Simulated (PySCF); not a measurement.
Gas-phase reaction: 2 C3H8 ⇌ 2 CH4 + C4H8 (isobutene)

Computed with PySCF and rigid-rotor harmonic-oscillator thermochemistry at 1 bar. 'Table' is the NASA 1993 thermochemical table (part measured, part estimated). † marks an energy on the PBE0/def2-TZVP geometry and frequencies; other levels use their own. CCSD(T) freezes the core. 6-31G* has spherical d functions here. All species are closed-shell singlets. CCSD(T) isn't extrapolated to the basis-set limit.

```
level               ΔH°(298 K), kJ
------------------  --------------
table                         43.1
BLYP/def2-TZVP†               15.1
CCSD(T)/def2-SVP†       (withheld)
HF/6-31G*                     51.3
PBE0/def2-QZVP†         (withheld)
r2SCAN/def2-TZVP†             46.7
ωB97M-V/def2-TZVP†      (withheld)
ωB97X-V/def2-TZVP†      (withheld)
```

Problem. What belongs in the gaps?

Solution. 
- CCSD(T)/def2-SVP†, ΔH°(298 K), kJ: 56.5
- PBE0/def2-QZVP†, ΔH°(298 K), kJ: 56.2
- ωB97M-V/def2-TZVP†, ΔH°(298 K), kJ: 49.8
- ωB97X-V/def2-TZVP†, ΔH°(298 K), kJ: 59.6
